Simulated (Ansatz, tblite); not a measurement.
# The cluster Cu₂H₂: charged states by level of theory

An exercise on one series of results from a longer session: the logs are not shown, and one member is left open.

The runs use Ansatz 0.2.0, Gaussian basis; as each input shows.

The runs, in order: charge +1 doublet, at the geometry of the singlet (PBE0-D4/def2-TZVP, PBE-D4/def2-TZVP, r2SCAN-D4/def2-TZVP, LC-ωPBE(0.10)/def2-TZVP, LC-ωPBE(0.15)/def2-TZVP, LC-ωPBE(0.20)/def2-TZVP, LC-ωPBE(0.30)/def2-TZVP, CCSD(T)/def2-TZVPP); charge +1 doublet, relaxed (PBE0-D4/def2-TZVP, PBE-D4/def2-TZVP); charge -1 doublet, at the geometry of the singlet (PBE0-D4/def2-TZVPD, PBE-D4/def2-TZVPD, r2SCAN-D4/def2-TZVPD, LC-ωPBE(0.10)/def2-TZVP, LC-ωPBE(0.15)/def2-TZVP, LC-ωPBE(0.20)/def2-TZVP, LC-ωPBE(0.30)/def2-TZVP, CCSD(T)/def2-TZVPD); the starting singlet's energies come from earlier runs.

1 further run of the same task is left out (set aside as unsound or not needed).

## The relaxed structure

The geometry is that of the singlet, from an earlier relaxation (PBE0-D4/def2-TZVP). At that level it is the lowest of the isomers that a small search found.

4 atoms, charge 0, spin multiplicity 1.

Atoms are counted from 1 here; the program's logs count them from 0.

Bond lengths: Cu1–Cu2 2.390 Å, Cu1–H3 1.524 Å, Cu1–H4 1.661 Å, Cu2–H4 1.575 Å. Angles: Cu2–Cu1–H3 139.3°, Cu2–Cu1–H4 41.0°, H3–Cu1–H4 179.7°, Cu1–Cu2–H4 43.8°, Cu1–H4–Cu2 95.2°.

No spin-orbit coupling is included.

Set-up of the first run:

in.yaml

```yaml
crystal:
  periodic: [false, false, false]
  atoms:
    - {symbol: Cu, position_ang: [0.382688, -0.055251, -0.487751]}
    - {symbol: Cu, position_ang: [-1.148009, 0.103264, 1.341220]}
    - {symbol: H, position_ang: [0.479393, -0.710033, -1.860499]}
    - {symbol: H, position_ang: [0.285927, 0.662020, 1.007030]}
basis:
  gaussian: {orbitals: def2-TZVP}
total_charge: 1
magnetization: {spin_polarized: true, initial_magnetization: 1}
hamiltonian: {xc: pbe0, dispersion: d4}
output: {orbitals: {seedname: orbitals}}
```

Started as:

```sh
$ ansatz run in.yaml --threads 4 --pin off --events-out ev --progress --plain --max-ram 3916MiB
```

Among the steps run: Charge +1 doublet at the fixed geometry, PBE0-D4/def2-TZVP; Charge +1 doublet at the fixed geometry, PBE-D4/def2-TZVP; Charge +1 doublet at the fixed geometry, r2SCAN-D4/def2-TZVP; Charge +1 doublet at the fixed geometry, LC-ωPBE(0.10)/def2-TZVP; Charge +1 doublet at the fixed geometry, LC-ωPBE(0.15)/def2-TZVP; Charge +1 doublet at the fixed geometry, LC-ωPBE(0.20)/def2-TZVP; Charge +1 doublet at the fixed geometry, LC-ωPBE(0.30)/def2-TZVP; Charge +1 doublet at the fixed geometry, CCSD(T)/def2-TZVPP; Relaxing the charge +1 doublet; Charge +1 doublet, PBE0-D4/def2-TZVP; Charge +1 doublet, PBE-D4/def2-TZVP; Charge -1 doublet at the fixed geometry, PBE0-D4/def2-TZVPD; Charge -1 doublet at the fixed geometry, PBE-D4/def2-TZVPD; Charge -1 doublet at the fixed geometry, r2SCAN-D4/def2-TZVPD; Charge -1 doublet at the fixed geometry, LC-ωPBE(0.10)/def2-TZVP; Charge -1 doublet at the fixed geometry, LC-ωPBE(0.15)/def2-TZVP; Charge -1 doublet at the fixed geometry, LC-ωPBE(0.20)/def2-TZVP; Charge -1 doublet at the fixed geometry, LC-ωPBE(0.30)/def2-TZVP; Charge -1 doublet at the fixed geometry, CCSD(T)/def2-TZVPD.

One of the session's tables, all rows but one given; the rest of the session is left out.

| method | vertical electron affinity (eV) |
| --- | --- |
| HF/def2-TZVPD | 0.73 |
| PBE-D4/def2-TZVPD | 1.43 |
| r2SCAN-D4/def2-TZVPD | ? |
| PBE0-D4/def2-TZVPD | 1.33 |
| MP2/def2-TZVPD | 1.12 |
| CCSD/def2-TZVPD | 1.12 |
| CCSD(T)/def2-TZVPD | 1.21 |

Estimate the missing values for r2SCAN-D4/def2-TZVPD.

The run gave: vertical electron affinity (eV): 1.48. In the column «vertical electron affinity (eV)» it is the highest.
